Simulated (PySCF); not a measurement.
Species: C₆H₉ (doublet state).
Bonds: C1–C2, C2–C3, C3–C4 (double), C4–C5, C5–C6, C1–C6. Hydrogens: H7 on C1; H8, H9 on C2; H10 on C3; H11 on C4; H12, H13 on C5; H14, H15 on C6.

Computed with PBE0-D3(BJ)/def2-SVP geometry optimisation, gas phase in PySCF.

Q: List the bond lengths, angles and torsions at this level.

A: 
| bond | length (Å) | order |
| --- | --- | --- |
| C1–C2 | 1.488 | single |
| C2–C3 | 1.501 | single |
| C3=C4 | 1.337 | double |
| C4–C5 | 1.500 | single |
| C5–C6 | 1.533 | single |
| C1–C6 | 1.487 | single |
| C1–H7 | 1.093 | single |
| C2–H8, C2–H9 | 1.110 | single |
| C3–H10 | 1.095 | single |
| C4–H11 | 1.095 | single |
| C5–H12, C5–H13 | 1.104 | single |
| C6–H14 | 1.112 | single |
| C6–H15 | 1.101 | single |

Bonds in one row agree within 0.01 Å and their mean is given. Orders are formal, as drawn. A selection of angles:
| angle | degrees |
| --- | --- |
| C2–C1–C6 | 119.2 |
| C2–C1–H7 | 119.2 |
| C6–C1–H7 | 120.4 |
| C1–C2–C3 | 113.1 |
| C1–C2–H8 | 110.5 |
| C1–C2–H9 | 110.8 |
| C3–C2–H8 | 109.4 |
| H8–C2–H9 | 103.7 |
| C2–C3–C4 | 123.5 |
| C2–C3–H10 | 116.9 |
| C4–C3–H10 | 119.6 |
| C3–C4–C5 | 123.5 |
| C3–C4–H11 | 119.2 |
| C5–C4–H11 | 117.4 |
| C4–C5–C6 | 112.1 |
| C4–C5–H12 | 109.8 |
| C6–C5–H12 | 109.9 |
| H12–C5–H13 | 105.5 |
| C5–C6–H14 | 107.6 |
| C5–C6–H15 | 110.7 |
| C1–C6–C5 | 112.0 |
| C1–C6–H14 | 109.4 |
| C1–C6–H15 | 111.1 |
| H14–C6–H15 | 105.8 |

Torsions: C6–C1–C2–C3 25° (synperiplanar); C1–C2–C3–C4 0° (synperiplanar); C2–C3–C4–C5 -2° (synperiplanar); C3–C4–C5–C6 -20° (synperiplanar); C4–C5–C6–C1 42° (synclinal); C2–C1–C6–C5 -47° (synclinal). The mirror-image conformer, all signs reversed, is as good.

C1 (carbon bonded to 2 C and H) is almost planar (angles 120.4°, 119.2° and 119.2°, sum 358.8°, 0.08 Å off the plane of its three neighbours). C4 (carbon bonded to 2 C and H) is planar (angles 123.5°, 119.2° and 117.4°, sum 360.0°, 0.00 Å off the plane of its three neighbours). The 6-membered ring C1–C2–C3–C4–C5–C6 has internal angles of 112.0° to 123.5°; it is puckered, 0.16 Å rms from its mean plane, widest ring torsion 47°. C3 (carbon bonded to 2 C and H) is planar (angles 123.5°, 119.6° and 116.9°, sum 360.0°, 0.01 Å off the plane of its three neighbours). The 6 C–C bonds span 1.337 Å (C3=C4, drawn double) to 1.533 Å (C5–C6, drawn single), a spread of 0.196 Å.

No frequency check. ⟨S²⟩ = 0.755 (exact for a doublet: 0.75).

The run took 66 s wall on one thread, x86-64 server, no GPU, shared host. That covers the optimisation of the geometry.
